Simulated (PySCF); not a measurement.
1,3-dithiolane-2-thione, C₃H₄S₃.
SMILES: `S=C1SCCS1`

A linear-response calculation (PySCF, def2-SVPD basis, gas phase, vertical, core orbitals frozen in the response) gave these numbers; the functional is withheld.

Orbital energies (eV): HOMO-3 -10.86, HOMO-2 -8.84, HOMO-1 -8.23, HOMO -7.83, LUMO -1.01, LUMO+1 0.39, LUMO+2 1.10.

```
state  E (eV)       f  main configurations (H = HOMO, L = LUMO)
   S1    2.82  0.0004                                 H→L (94%)
   S2    4.45   0.205                               H-1→L (90%)
   S3    4.71   0.076                               H-2→L (95%)
   S4    5.23  0.0012   H→L+1 (40%), H-1→L+1 (33%), H→L+2 (10%)
   S5    5.50  0.0008              H-2→L+1 (68%), H-2→L+2 (12%)
   S6    5.55  0.0008    H-1→L+1 (39%), H→L+1 (36%), H→L+2 (9%)
```

Triplets, Tamm–Dancoff:

```json
{"state": "T1", "E (eV)": "2.45", "λ (nm)": "505.6", "main configurations (H = HOMO, L = LUMO)": "H→L (98%)"}
{"state": "T2", "E (eV)": "2.73", "λ (nm)": "453.7", "main configurations (H = HOMO, L = LUMO)": "H-1→L (96%)"}
{"state": "T3", "E (eV)": "4.00", "λ (nm)": "309.6", "main configurations (H = HOMO, L = LUMO)": "H-2→L (98%)"}
{"state": "T4", "E (eV)": "4.97", "λ (nm)": "249.5", "main configurations (H = HOMO, L = LUMO)": "H-1→L+1 (34%), H→L+1 (31%), H→L+2 (9%)"}
```

Vertical ionisation energy by ΔSCF with the same functional: 8.48 eV. Mean static polarisability: 98.3 au.

Question: Which of these was used?
A. PBE0
B. PBE
C. HF
D. CAM-B3LYP

Answer: D. CAM-B3LYP is range-separated, 19% exact exchange at short range and 65% at long range (ω = 0.33 bohr⁻¹). In this run −ε(HOMO) = 7.83 eV differs from the ΔSCF value by -0.64 eV, and S1 differs from the orbital gap of 6.82 eV by -4.00 eV. The ratio −ε(HOMO)/IP is 0.92. Small neutral molecules mostly give 0.85 to 0.93 with CAM-B3LYP, 0.5 to 0.7 with PBE, 0.7 to 0.83 with PBE0; with Hartree–Fock the ratio is 1 or more (Koopmans' value less the relaxation energy is the ΔSCF value).

Method: TDDFT CAM-B3LYP/def2-SVPD, vertical, gas phase, core orbitals frozen in the response in PySCF. Isolated species at its PBE0-D3(BJ)/def2-SVP geometry (one conformer only).
